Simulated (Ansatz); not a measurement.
SiH, quartet: reading a ladder of total energies

Geometry: that of the SiH⁻, triplet, kept fixed. The doublet lies 1.7 eV lower here.

```xyz
2

Si    0.0000    0.0000    0.0000
H     0.0000    0.0000    1.5594
```

Basis aug-cc-pVTZ; Ansatz 0.2.0. Only valence electrons are correlated (noble-gas cores frozen), which leaves 5 electrons in 68 orbitals. Prefix R: restricted or restricted open-shell reference; prefix U: unrestricted.

Full CI isn't at hand for all of this; UCCSDT(Q) serves as the reference, and is uncertain by the last step of the cluster series or more.

UCCSD has a T1 diagnostic of 0.035 and a largest doubles amplitude of 0.05.

Runs differ by some tens of microhartree through their thresholds and, for an open shell, their frozen cores, so steps under 0.03 kcal/mol mean nothing.

```tsv
level	total energy (hartree)
UHF	-289.401464
UMP2	-289.464668
UCCSD	-289.483281
UCCSD(T)	-289.486437
UCCSDT	-289.487343
UCCSDT(Q)	-289.487429
```

What is the correlation energy at UCCSDT(Q), and what share of it do UMP2 and UCCSD(T) recover?

E(corr) = -289.487429 − (-289.401464) = -0.085965 hartree = -2.339 eV. UMP2: -0.063204 / -0.085965 = 73.52 %. UCCSD(T): -0.084973 / -0.085965 = 98.85 %.

By how many kcal/mol does UCCSD(T) miss UCCSDT(Q) (1 hartree = 627.509 kcal/mol), and which steps make up the rest?

-289.486437 − (-289.487429) = 0.000992 hartree = 0.62 kcal/mol. Steps: UCCSDT − UCCSD(T) = -0.57, UCCSDT(Q) − UCCSDT = -0.05 kcal/mol. That is within 1 kcal/mol of the reference in this basis, which itself misses far more of the correlation at the basis-set limit.
